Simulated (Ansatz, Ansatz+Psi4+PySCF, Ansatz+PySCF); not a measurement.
```xyz
8

C     0.9884   -0.5494    0.0000
C     0.0164    0.5698    0.0000
O    -1.2437   -0.0181    0.0000
H     0.1633    1.1858    0.8965
H     0.1633    1.1858   -0.8965
H     2.0030   -0.1452    0.0000
H     0.8529   -1.1680    0.8881
H     0.8529   -1.1680   -0.8881
```

Basis set: cc-pVTZ (spherical functions). Frozen core: 3 orbitals. Correlation on ROHF uses semicanonical orbitals with singles. Charge 0, multiplicity 2.

Computed with Ansatz (development build ahead of 0.2.0); each method stands on the lowest determinant of its kind that the runs found.

The atomization energy at this shape (free ground-state atoms in the same class of orbitals less the molecule, no zero-point energy) of doublet C2H5O:

```json
{"method": "ROHF-MP2", "atomization energy": "29.60 eV"}
{"method": "ROHF", "atomization energy": "22.68 eV"}
{"method": "UHF", "atomization energy": "22.40 eV"}
```

(1) What does ROHF-CCSD(T) give?

Results:

(1) 29.45 eV. Caution for ROHF-MP2: forces differ strongly between restricted and unrestricted references.
